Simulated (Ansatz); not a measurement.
## doublet CH2(-): levels of theory in one basis

```yaml
atoms:
  - { symbol: H, position_ang: [0.0000, 0.2774, -0.9251] }
  - { symbol: C, position_ang: [0.0000, -0.5547, 0.0000] }
  - { symbol: H, position_ang: [0.0000, 0.2774, 0.9251] }
```

Basis set: def2-SVP (spherical functions). Left uncorrelated: 1 orbital. Correlation on ROHF uses semicanonical orbitals with singles. Charge -1, multiplicity 2.

Computed with Ansatz (development build ahead of 0.2.0); each method stands on the lowest determinant of its kind that the runs found.

```csv
method,E − E(ROHF) (eV),<S²> of the determinant
ROHF,0.00,–
UHF,-0.10,0.76
ROHF-MP2,-3.56,–
UHF-MP2,-3.55,0.76
```

Problem. What does ROHF-CCSD(T) give on the same scale?

Solution. -4.25 eV.

Problem. Is a single determinant a sound starting point here?

Solution. By this sign, yes. Unrestricted orbitals gain 0.10 eV and <S²> is 0.76 against 0.75 for a pure state.

Caution: no diffuse functions for an anion.
